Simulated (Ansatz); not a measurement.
A nudged elastic band was laid between two geometries of C₂H₃F₃ (8 atoms, charge 0, multiplicity 1).

The calculation used RKS PBE0-D4/def2-mTZVP in Ansatz.

```
movable images  : 5
climbing image  : yes
spring          : 5.0 eV/Å²
optimiser       : quadratic models (default)
start path      : IDPP
force threshold : 0.05 eV/Å
iteration limit : 60
end points      : relaxed
```

First end point:

```xyz
8
Properties=species:S:1:pos:R:3
C -0.615 -0.141 0.471
C 0.558 0.110 -0.424
F 1.697 -0.383 0.095
F 0.396 -0.460 -1.632
F 0.755 1.424 -0.631
H -0.444 0.334 1.436
H -0.741 -1.214 0.613
H -1.514 0.272 0.017
```

Last end point:

```xyz
8
Properties=species:S:1:pos:R:3
C -0.615 -0.142 0.471
C 0.558 0.110 -0.424
F 1.646 0.484 0.272
F 0.896 -0.987 -1.125
F 0.306 1.085 -1.316
H -0.371 -0.936 1.175
H -1.473 -0.440 -0.130
H -0.855 0.768 1.019
```

Problem. Which bonds break or form, and what moves?

Solution. No bond is made or broken. The dihedral H7–C1–C2–F4 goes from 60 to -60°. The two ends are copies of one structure, up to a mirror image or an exchange of like atoms.

Problem. What energy profile does the band end with?

Solution. The run converged. The highest image is number 3 of 0 to 6, 0.127 eV above the ends, which have the same energy within 2 meV. A vibrational analysis at the climbing image gives one clearly imaginary mode, 221i cm⁻¹: a first-order saddle point.

| image | path coordinate (Å) | energy (eV) | dihedral H7–C1–C2–F4 (°) |
| --- | --- | --- | --- |
| 0 | 0.00 | 0.000 | 60 |
| 1 | 0.48 | 0.032 | 40 |
| 2 | 0.96 | 0.095 | 20 |
| 3 | 1.43 | 0.127 | 0 |
| 4 | 1.91 | 0.095 | -20 |
| 5 | 2.39 | 0.032 | -40 |
| 6 | 2.87 | 0.000 | -60 |

Problem. What is the geometry of the highest image?

Solution. 
```xyz
8
Properties=species:S:1:pos:R:3:forces:R:3
C -0.620 -0.142 0.475 -0.05 -0.01 0.04
C 0.563 0.111 -0.428 0.04 0.01 -0.03
F 1.726 0.110 0.250 -0.01 0.00 -0.01
F 0.674 -0.823 -1.391 0.00 0.01 0.01
F 0.478 1.301 -1.051 0.01 -0.01 0.00
H -0.281 -0.276 1.500 0.00 0.00 -0.01
H -1.144 -1.041 0.154 0.00 0.01 0.00
H -1.305 0.702 0.434 0.00 0.00 0.00
```

Problem. What are the harmonic wavenumbers there?

Solution. 221i, 391, 391, 548, 548, 617, 846, 979, 979, 1255, 1255, 1298, 1449, 1504, 1504, 3098, 3183, 3183 cm⁻¹.

Run time: 65 s on 2 threads of Arm Neoverse N1, with other jobs on the host, peak memory 0.19 GiB.
